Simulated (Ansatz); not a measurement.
# CH2BN (SMILES BC#N): single points off equilibrium

The task here is to estimate one member of a computed series from the others.

Program: Ansatz 0.2.0, Gaussian basis. Level of theory: single points in def2-TZVPP. These are calculated values, not measurements.

Cores are frozen in the correlated methods. B3LYP uses VWN-RPA correlation.

### Starting geometry

SMILES `BC#N`, 5 atoms, charge 0, spin multiplicity 1.

Atoms are counted from 1 here; the program's logs count them from 0.

Bond lengths: B1–C2 1.547 Å, B1–H4 0.978 Å, B1–H5 1.169 Å, C2–N3 1.154 Å. Angles: C2–B1–H4 114.5°, C2–B1–H5 114.2°, H4–B1–H5 131.2°, B1–C2–N3 177.0°.

As a file:

```xyz
5
CH2BN
B    -0.2428    0.4158   -0.4422
C     0.3232   -0.7290    0.4313
N     0.7977   -1.5516    1.0870
H    -0.6462    0.1220   -1.2835
H    -0.0541    1.4859   -0.0120
```

The first run:

run/in.yaml reads:

```yaml
crystal:
  periodic: [false, false, false]
  atoms:
    - {symbol: B, position_ang: [-0.242800, 0.415800, -0.442200]}
    - {symbol: C, position_ang: [0.323200, -0.729000, 0.431300]}
    - {symbol: N, position_ang: [0.797700, -1.551600, 1.087000]}
    - {symbol: H, position_ang: [-0.646200, 0.122000, -1.283500]}
    - {symbol: H, position_ang: [-0.054100, 1.485900, -0.012000]}
basis:
  gaussian: {orbitals: def2-TZVPP}
correlation: {method: ccsd_t}
output: {forces: true}
```

No record of the launch command was kept for these runs.

Steps of the session up to this table: CCSD(T)/def2-TZVPP; PBE0-D4/def2-TZVPP; wB97M-V/def2-TZVPP; r2SCAN-D4/def2-TZVPP; PBE-D4/def2-TZVPP; B3LYP-D4/def2-TZVPP; r2SCANh-D4/def2-TZVPP.

One table of the session follows, with a row left open; its other results are not shown here.

```
    method  RMS force component (eV/Å)  angle to CCSD(T) forces (°)  dipole (D)
   CCSD(T)                       3.294                    reference        3.01
   PBE0-D4                       3.289                          8.4        2.99
   wB97M-V                       3.196                         10.6        3.05
 r2SCAN-D4                       3.282                          5.0        2.95
    PBE-D4                           ?                            ?           ?
  B3LYP-D4                       3.216                          7.9        2.98
r2SCANh-D4                       3.268                          7.9        3.00
```

Estimate the missing values for PBE-D4.

As computed: RMS force component (eV/Å): 3.360; angle to CCSD(T) forces (°): 3.1; dipole (D): 2.80. In the column «RMS force component (eV/Å)» it is the highest.
